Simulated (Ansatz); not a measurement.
in.yaml

```yaml
crystal:
  periodic: [false, false, false]
  atoms:
    - {symbol: Al, position_ang: [0.000000, -0.254962, 1.504047]}
    - {symbol: N, position_ang: [0.000000, 0.261928, -3.141815]}
    - {symbol: H, position_ang: [0.000000, 3.185245, 3.397988]}
basis:
  gaussian: {orbitals: 6-31G}
magnetization: {spin_polarized: true, initial_magnetization: 3}
correlation: {method: ccsdt_q, electrons: outside_noble_gas}
```

```sh
$ ansatz run in.yaml --threads 1 --pin off --events-out ev --progress --plain --max-ram 2393MiB
```

Roughly how long does this take on 1 thread of Arm Neoverse V1, shared host, and how much host memory?

14 s wall and 0.14 GiB.

```
476 factors; integrals over basis functions are off by at most 1.5e-7 eV
mean field evaluation 1: about -8070.6592 eV, gradient 9.1e0 eV
mean field evaluation 2: about -8070.6715 eV, gradient 9.2e0 eV
mean field evaluation 4: about -8072.8615 eV, gradient 2.2e0 eV
mean field evaluation 8: about -8072.6593 eV, gradient 9.1e-2 eV
mean field evaluation 16: about -8074.6721 eV, gradient 2.0e-3 eV
mean field evaluation 32: about -8074.6721 eV, gradient 1.7e-6 eV
mean field evaluation 64: about -8074.6705 eV, gradient 5.3e-8 eV
mean field evaluation 96: about -8072.6642 eV, gradient 2.5e-6 eV
mean field evaluation 128: about -8074.6705 eV, gradient 1.3e-2 eV
mean field evaluation 160: about -8074.6705 eV, gradient 5.0e-5 eV
...
cycle 104  -1.86110099 eV  change    1.8e-8 eV  update   4.1e-7
cycle 105  -1.86110102 eV  change   -2.4e-8 eV  update   6.7e-7
cycle   1  -1.86110097 eV  update   9.5e-7
cycle   2  -1.86110095 eV  change    2.0e-8 eV  update   8.2e-7
cycle   3  -1.86110091 eV  change    3.2e-8 eV  update   1.0e-6
cycle   4  -1.86110077 eV  change    1.4e-7 eV  update   2.9e-7
cycle   5  -1.86110048 eV  change    2.9e-7 eV  update   4.8e-7
cycle   6  -1.86109991 eV  change    5.7e-7 eV  update   5.4e-7
cycle   7  -1.86109945 eV  change    4.6e-7 eV  update   5.5e-7
cycle   8  -1.86109909 eV  change    3.6e-7 eV  update   7.2e-7
perturbative correction -0.00116123 eV, -0.0000426745 hartree
WARN: these amplitudes may be one of several solutions (largest doubles amplitude 0.81, level shift 0.00 eV)
Total energy: -8076.53432730 eV, -296.8071620565 hartree
```

For the same geometry and basis full CI lies 2.2 meV higher.
